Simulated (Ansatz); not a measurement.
Results of BLYP (PAW; Ansatz, a program for electronic structure) for rutile CrO2.

Run with plane-wave cutoff 520 eV, 12×12×18 k mesh (along the axes of the cell as run), Fermi–Dirac smearing 0.05 eV, spin-polarised with parallel moments, scalar-relativistic PAW data made under PBE.

A third-order Birch–Murnaghan fit to the energies gives V0 = 9.898 Å³/atom, B0 = 214 GPa, B′ = 5.2.

```csv
V (Å³/atom),P (GPa)
9.502,…
9.700,…
9.898,0.00
10.096,…
10.294,…
```

Problem. Estimate the withheld pressures from this fit; the answers are the runs' own values.

Solution. 
- 9.502, P (GPa): 9.71
- 9.700, P (GPa): 4.56
- 10.096, P (GPa): -4.02
- 10.294, P (GPa): -7.56

The formula P = (3/2) B0 (x^(7/3) − x^(5/3)) [1 + (3/4)(B′ − 4)(x^(2/3) − 1)] with x = V0/V meets the computed pressures within 0.03 GPa when these rounded values are put in.

Shape and atoms are relaxed at each volume.

Measured, for comparison: bulk modulus 242 ± 2 GPa (temperature not stated, no zero-point or thermal correction, equation of state from high-pressure X-ray diffraction; as tabulated in Datta et al. (2023), arXiv:2307.04584). Computed (rounded) less measured: bulk modulus -12 %.

Note: the bulk modulus comes from volumes at which shape and atoms were relaxed.

Computed values are for the static lattice.

Cost on a shared machine: very roughly 40 core-minutes.
